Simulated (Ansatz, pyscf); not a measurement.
CH₃• + NH₃ → CH₄ + NH₂•, a hydrogen abstraction on the doublet surface: H–N broken, C–H formed. Single points on ωB97X-D3(BJ)/def2-SVP structures (PySCF, gas phase). Wave-function energies: Ansatz (a first-principles code), frozen core, RHF or UHF references. In kcal/mol, from the separated reactants.

Cost: rough CPU time of the saddle's run relative to CCSD(T)/cc-pV(D+d)Z, from one job on a shared machine, with the HF step and its search for lower states.

```csv
level,barrier,reaction energy,cost
ωB97X-D3(BJ)/def2-TZVP,13.90,+0.99,–
PBE/def2-TZVP,7.25,+2.63,–
CCSD(T)/cc-pV(D+d)Z,14.53,-1.07,1
CCSDT(Q)/cc-pV(D+d)Z,___,___,42
CCSD(T)/cc-pV(T+d)Z,16.02,+1.50,7
CCSD(T)/cc-pV(Q+d)Z,___,+2.35,–
```

Problem. Complete the blanks.

Solution. 
- CCSDT(Q)/cc-pV(D+d)Z, barrier: 14.28
- CCSDT(Q)/cc-pV(D+d)Z, reaction energy: -1.05
- CCSD(T)/cc-pV(Q+d)Z, barrier: 16.45

In cc-pV(D+d)Z, going from CCSD(T) to CCSDT(Q) shifts the barrier by -0.25 and the reaction energy by +0.02 kcal/mol. With HF in the quadruple-zeta basis and the correlation energy extrapolated as X⁻³ from X = 3, 4, CCSD(T) gives 16.43 and +2.74; adding the double-zeta shift gives ΔE‡ = 16.18 and ΔE = +2.75 kcal/mol, without core correlation, relativity or geometry relaxation at these levels. One saddle was located; it need not be the lowest between these sides. The angle at the transferred H is 166°. The CCSD(T) − MP2 part came from Ansatz, without density fitting, on the same reference.
